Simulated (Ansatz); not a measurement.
Reaction (hydrogenolysis of a C–C bond): `C#CC#CC` + H₂ → `C#CC#C` + CH₄

Program: Ansatz. Geometries: PBE0-D4/def2-TZVP. ΔE: electronic, gas phase. CCSD(T)/CBS adds triple-zeta CCSD(T) − MP2 to the extrapolated MP2 energy (def2 sets, frozen cores). This one scheme is used for every species. Functionals use def2-TZVPP.

| species | ωB97M-V energy (Eh) |
| --- | --- |
| `C#CC#CC` | -192.79763 |
| H₂ | -1.16132 |
| `C#CC#C` | -153.48186 |
| CH₄ | -40.49280 |

Q: Work out ΔE.

A: ΔE = (-153.48186) + (-40.49280) − (-192.79763) − (-1.16132) = -0.01571 Eh = -41.2 kJ/mol. CCSD(T)/CBS gives -42.6 kJ/mol.

Largest T1 diagnostic among the species: 0.014.

In def2-TZVPP, CCSD(T) changes the Hartree–Fock value by +11.2 kJ/mol (the triples alone add +3.1 kJ/mol) and MP2 by +17.3 kJ/mol. The D4 term adds +4.9 kJ/mol with B3LYP and +2.7 kJ/mol with PBE0; it sums over pairs of atoms, weighted by their polarisabilities, and B3LYP, whose exchange is more repulsive, gets the larger term. Leaving LDA and LC-ωPBE aside and taking each functional with its dispersion term where it has one, the values, not all of them listed here, spread over 14.0 kJ/mol, from BHLYP-D4 to revPBE-D4. LDA lies +9.1 kJ/mol from PBE without D4.

B3LYP here is the variant with VWN-RPA as its local correlation; programs differ in this.
